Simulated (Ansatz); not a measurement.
Density of states of AlNi3 (Fm-3m, a = 5.604 Å, b = 5.604 Å, c = 5.604 Å, α = 90.00°, β = 90.00°, γ = 90.00°), in states per eV and primitive cell, averaged over bins of 0.5 eV. All numbers below come from DFT r2SCAN, scalar-relativistic, plane waves, PAW (Ansatz 0.2.0).

Settings: cutoff 500 eV, Γ-centred mesh 14×14×14 on the computed 4-atom cell, Gaussian smearing of 0.10 eV; no spin polarisation.

The cell is relaxed at this level. The states (both spins) are summed by tetrahedra on a 21×21×21 mesh at the self-consistent density. Energies are bin centres; the table starts no lower than −8 eV and ends at 6 eV, or lower where the solved bands end.

It is a metal at this level.

```
E − E_F (eV) total Ni 3d Al 3p Ni 4s Al 3s
       -7.80   0.60   0.04   0.11   0.24   0.20
       -7.30   0.76   0.08   0.11   0.25   0.30
       -6.80   0.77   0.15   0.10   0.16   0.35
       -6.30   0.54   0.10   0.15   0.13   0.14
       -5.80   1.15   0.28   0.43   0.29   0.12
       -5.30   1.37   0.53   0.39   0.22   0.21
       -4.80   1.46   0.70   0.39   0.23   0.12
       -4.30   2.14   1.24   0.43   0.38   0.06
       -3.80   4.70   3.44   0.71   0.46   0.01
       -3.30   4.39   3.72   0.37   0.20   0.00
       -2.80   8.15   7.57   0.30   0.08   0.01
       -2.30   7.91   6.95   0.55   0.05   0.06
       -1.80   7.98   7.34   0.26   0.10   0.08
       -1.30   4.76   4.52   0.11   0.03   0.02
       -0.80   9.28   9.13   0.05   0.02   0.04
       -0.30   8.04   7.70   0.16   0.09   0.04
        0.20   2.26   1.70   0.32   0.15   0.04
        0.70   1.67   1.01   0.36   0.16   0.06
        1.20   1.34   0.67   0.36   0.14   0.06
        1.70   1.13   0.47   0.34   0.12   0.06
        2.20   0.96   0.33   0.32   0.10   0.05
        2.70   0.81   0.24   0.28   0.08   0.04
        3.20   0.66   0.16   0.23   0.06   0.03
        3.70   0.52   0.11   0.18   0.04   0.03
        4.20   0.37   0.06   0.13   0.02   0.02
        4.70   0.70   0.12   0.10   0.30   0.06
        5.20   1.96   0.31   0.24   0.72   0.28
        5.70   1.60   0.21   0.19   0.50   0.21
```

The columns after the total are the Löwdin projections on the occupied valence shells of the potentials. The rest of the total lies in shells that are empty in the free atom, which aren't projected, and between the atoms.

A ferromagnetic start lost its moments in a first run, so spin was left out; other magnetic orders weren't tried.

Whether AlNi3 exists in this form wasn't checked.